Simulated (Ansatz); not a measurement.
**AlBH (sextet): the correlation ladder, def2-TZVPP**

An exercise on one series of results from a longer session: the logs are not shown, and one member is left open.

The runs use Ansatz 0.2.0, Gaussian basis; def2-TZVPP, core rule «outside noble gas», up to 6 orbitals frozen.

To be run: UHF; ROHF; CCSD(T) on UHF.

## The geometry

The geometry is a PBE0/def2-TZVP stationary point (not a proven minimum) of the parent state, kept for this charge and spin.

3 atoms, charge 0, spin multiplicity 6.

Atoms are counted from 1 here; the program's logs count them from 0.

Bond lengths: B1–Al2 1.941 Å, B1–H3 1.185 Å. Angles: Al2–B1–H3 180.0°.

Set-up of the first run:

Contents of in.yaml:

```yaml
crystal:
  periodic: [false, false, false]
  atoms:
    - {symbol: B, position_ang: [0.000000, 0.000000, 0.251900]}
    - {symbol: Al, position_ang: [0.000000, 0.000000, -1.688900]}
    - {symbol: H, position_ang: [0.000000, 0.000000, 1.437000]}
basis:
  gaussian: {orbitals: def2-TZVPP}
magnetization: {spin_polarized: true, initial_magnetization: 5}
hamiltonian: {xc: hf}
output: {orbitals: {seedname: orbitals}}
```

On the command line:

```
$ ansatz run in.yaml --threads 1 --pin off --events-out ev --progress --plain --max-ram 3968MiB --backend cpu
```

Steps of the session up to this table: UHF; ROHF; CCSD(T) on UHF.

One of the session's tables, all rows but one given; the rest of the session is left out.

It belongs to the step «Misses and costs». 

```
  method  from UCCSD(T) (meV)
    ROHF              +2843.4
     UHF              +2808.9
    UMP2               +707.5
   UCCSD                    ?
UCCSD(T)                    0
```

Q: Estimate the row for UCCSD from the others.

The run gave: from UCCSD(T) (meV): +100.1. In the column «from UCCSD(T) (meV)» it lies between UCCSD(T) (0) and UMP2 (+707.5).
